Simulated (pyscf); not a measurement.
A first-order saddle from PySCF, ωB97X-D3(BJ)/def2-SVP:

```
Ta
N 1 1.9501
H 2 1.0164 1 130.09
H 2 1.0214 3 111.09 1 178.87
Cl 1 2.2643 2 96.86 3 164.11
Cl 1 2.2947 2 95.56 3 -96.09
Cl 1 2.3319 2 155.96 3 6.08
Cl 1 2.5783 2 88.56 3 75.43
H 8 1.6161 1 69.95 2 -76.08
Cl 9 1.5066 8 150.30 1 2.33
```
Charge 0, spin multiplicity 1.

Surface: singlet, charge 0. Lowest wavenumbers (cm⁻¹): 509i, 37, 103, 127, 144.

Q: Name the species on either side of this saddle.

A: H₂N–Ta(Cl)(Cl)(Cl)–Cl (SMILES [NH2][Ta]([Cl])([Cl])([Cl])[Cl]) + HCl (SMILES Cl) <-> H₂N–Ta(Cl)(Cl)(Cl)–Cl (SMILES [NH2][Ta]([Cl])([Cl])([Cl])[Cl]) + HCl (SMILES Cl), a four-centre exchange read from left to right: Cl–Ta, Cl–H broken and Cl–Ta, Cl–H formed. At ωB97M-D3(BJ)/def2-TZVP it lies +0.58 eV from the left side and +0.58 eV from the right (each side as separated species at their lowest minima found). On the reactant side the descent ends in an adduct with a Cl–Ta contact, 0.14 eV under the separated species and 0.52 eV under the saddle at ωB97X-D3(BJ)/def2-TZVP. On the product side the descent ends in an adduct with a Cl–Ta contact, 0.13 eV under the separated species and 0.52 eV under the saddle at ωB97X-D3(BJ)/def2-TZVP. What is counted as formed (Cl–Ta) is already present as a longer contact in the reactant adduct; forming that adduct is a step of its own. What is counted as broken (Cl–Ta) persists as a longer contact in the product adduct; parting that adduct is a step of its own. At ωB97X-D3(BJ) the barrier from the zero used here is 0.38 eV. The same reactants have a lower exit, to Cl–Ta(Cl)(Cl)(Cl)–Cl + NH₃ (barrier +0.14 eV at ωB97M-D3(BJ), against +0.58 eV here). One saddle was located; it need not be the lowest between these sides. Elements past Kr carry the def2 core potentials, without spin-orbit coupling.
